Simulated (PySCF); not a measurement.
## How methods differ on the ionisation energy of F

F [He] 2s2 2p5 (2P) → F⁺ [He] 2s2 2p4 (3P), as a difference of total energies. All numbers are calculated (PySCF 2.14, the non-relativistic Hamiltonian (point nucleus), in 6-31G* (3s2p1d, 14 functions)). Correlated levels: valence: 1s2 frozen. The calculations carry no spin-orbit coupling.

```tsv
method	ionisation energy (eV)	error (eV)
UHF	15.645	-1.782
LDA	17.594	+0.167
PBE	17.292	-0.135
MP2 (valence)	16.866	-0.561
SCS-MP2 (valence)	16.816	-0.611
CCSD (valence)	16.795	-0.632
CCSD(T) (valence)	16.802	-0.625
```

Reference: 17.427 eV (measured; NIST levels, between the centres of gravity of the two terms).

Errors of the correlated levels include the incompleteness of this basis and the frozen core.
